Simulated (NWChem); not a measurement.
**Correlation energy of S**

```xyz
1

S      0.0000     0.0000     0.0000
```
Charge 0, spin multiplicity 3.

Program: NWChem.

Basis set: cc-pVTZ. Each correlation energy counts from its own Hartree-Fock reference.

| method | correlation energy (mHa) |
|---|---|
| URI-MP2 | -116.5 |
| CCSDT on ROHF | -150.4 |
| CCSD(T) on UHF | -144.1 |
| CCSD on UHF | -139.5 |
| CCSD(T) on ROHF | -150.0 |
| CCSD[T] on UHF | -144.2 |
| UMP2 | -116.5 |
| CCSD on ROHF | -144.9 |
| SCS-UMP2 | -116.4 |
| CCSD[T] on ROHF | -149.9 |

The values span 34.1 mHa, from CCSDT on ROHF (lowest) to SCS-UMP2 (highest). 

The correlated methods keep 5 core orbitals frozen. The stability of the SCF solutions was not checked. Open-shell Hartree-Fock references start from PBE0 orbitals. Coupled-cluster values serve here as a point of comparison, not as the truth.
